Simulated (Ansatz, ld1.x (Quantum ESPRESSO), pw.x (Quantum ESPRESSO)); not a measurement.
## nitrogen: does the RRKJ potential hold in the solid?

```json
{"Element": "N (Z = 7)", "Generator": "ld1.x (Quantum ESPRESSO) 7.5", "Type": "norm-conserving RRKJ (Kleinman–Bylander form)", "Functional": "PBEsol", "Relativity": "scalar-relativistic", "Frozen core": "[He]", "Valence charge": "5", "Reference configuration": "2s2 2p3", "Partial waves": "2s (bound): rc 1.00 bohr; 3d channel at 0.1 Ry: rc 2.10 bohr; 2p (bound): rc 2.15 bohr", "Local potential": "the p channel", "Core correction": "none", "rho0": "0.02"}
```

Crystal test: diamond N in pw.x 7.5, no spin, 11³ k-points, Fermi–Dirac smearing 0.01 Ry, cutoffs 110/440 Ry. The reference is all-electron LAPW (Ansatz 0.2.0) with the same functional, mesh and smearing; V0 and B0 come from Birch–Murnaghan fits to the pressures at five volumes. Errors are pseudo minus all-electron; Δ is the rms difference of the E(V) curves that follow from these fits, minima aligned, over ±6 % about the mean V0. Mesh and smearing are coarse, so the numbers serve the comparison and aren't converged zero-temperature values; the lattice is a test structure that the element need not adopt. Spin polarisation is left out.

All-electron: a0 = 4.126 Å (V0 = 8.78 Å³/atom), B0 = 167.2 GPa.

Task: How far does the potential miss the all-electron equation of state?

Result: mean pressure error (GPa): +29.49. The pressure does not cross zero within the volumes sampled, so no fit is given. The largest radius (2.15 bohr) exceeds half the bond length (1.69 bohr), so the spheres overlap, which is one possible source of error among others. This is a poor potential for the solid.

```csv
V (Å³/atom),P all-electron (GPa),P pseudo (GPa)
8.396,8.01,42.06
8.617,3.20,34.78
8.838,-1.12,28.19
9.059,-4.99,22.22
9.280,-8.47,16.83
```

Task: At the middle volume, how do free energy and pressure move when the wave cutoff is lowered (ecutrho kept at four times it)?

Result:

| cutoff (Ry) | shift of F (meV/atom) | shift of P (GPa) |
| --- | --- | --- |
| 50 | +603.4 | -28.61 |
| 66 | +151.8 | -11.13 |
| 88 | +13.7 | -1.84 |

The run at the middle volume (56 k-points, 7 iterations) took about 18 s on one core of a shared host (Intel(R) Xeon(R) Platinum 8488C, 192 threads, 1488 GiB, load 93).
